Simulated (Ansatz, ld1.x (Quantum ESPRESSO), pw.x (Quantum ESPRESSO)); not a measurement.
# Be: does the TM potential hold in the solid?

| Quantity | Value |
| --- | --- |
| Element | beryllium (Be) |
| Generator | ld1.x (Quantum ESPRESSO) 7.5 |
| Type | norm-conserving Troullier–Martins (Kleinman–Bylander form) |
| Functional | PBEsol |
| Relativity | scalar-relativistic |
| Frozen core | [He] |
| Valence charge | 2 |
| Reference configuration | 2s2 2p0 |
| Partial waves | 2p (bound, empty): rc 4.20 bohr; 3d channel at 0.4 Ry: rc 3.70 bohr; 2s (bound): rc 1.90 bohr |
| Local potential | the s channel |
| Core correction | none |

Crystal test: bcc Be in pw.x 7.5, no spin, 18³ k-points, Fermi–Dirac smearing 0.01 Ry, cutoffs 35/140 Ry. The reference is all-electron LAPW (Ansatz 0.2.0) with the same functional, mesh and smearing; V0 and B0 come from Birch–Murnaghan fits to the pressures at five volumes. Errors are pseudo minus all-electron; Δ is the rms difference of the E(V) curves that follow from these fits, minima aligned, over ±6 % about the mean V0. Mesh and smearing are coarse, so the numbers serve the comparison and aren't converged zero-temperature values; the lattice is a test structure that the element need not adopt.

All-electron: a0 = 2.493 Å (V0 = 7.75 Å³/atom), B0 = 123.4 GPa.

Task: How far does the potential miss the all-electron equation of state?

Result: mean pressure error (GPa): -54.75. The pressure does not cross zero within the volumes sampled, so no fit is given. The largest radius (4.20 bohr) exceeds half the bond length (2.04 bohr), so the spheres overlap, which is one possible source of error among others. This is a poor potential for the solid. The pseudo pressure rises with volume over the whole range, a mechanical instability.

```csv
V (Å³/atom),P all-electron (GPa),P pseudo (GPa)
7.360,6.91,-57.02
7.553,3.26,-55.67
7.747,0.00,-54.35
7.941,-2.92,-53.09
8.134,-5.53,-51.87
```

Task: At the middle volume, how do free energy and pressure move when the wave cutoff is lowered (ecutrho kept at four times it)?

Result:

| cutoff (Ry) | shift of F (meV/atom) | shift of P (GPa) |
| --- | --- | --- |
| 16 | +7.8 | +0.14 |
| 21 | +7.1 | +0.08 |
| 28 | +2.7 | -0.11 |

The run at the middle volume (195 k-points, 6 iterations) took about 2.1 s on one core of a shared host (Neoverse-V1, 32 threads, 247 GiB, load 20).
